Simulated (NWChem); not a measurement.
Total energies of hydrogen isocyanide (CHN)

```xyz
3

C      0.0000     0.0000     0.7490
N      0.0000     0.0000    -0.4352
H      0.0000     0.0000    -1.4477
```
Charge 0, spin multiplicity 1.

Everything below was run with NWChem. Structure: optimised with PBE/def2-SVP, a minimum by its harmonic frequencies.

Basis set: def2-QZVP (144 functions).

```tsv
method	total energy (Ha)	relative cost
RHF	-92.89701	1
MP2	-93.25337	under 3
B2PLYP	-93.37911	under 3
PBE	-93.32947	under 3
B3LYP	-93.44699	under 3
BP86	-93.44368	under 3
```

Total energies of different functionals aren't comparable as a measure of quality: only differences taken within one method are. Relative cost: rough, from shared machines, SCF included, RHF = 1.

The correlated methods keep 2 core orbitals frozen. B3LYP has NWChem's definition, with VWN1-RPA local correlation.
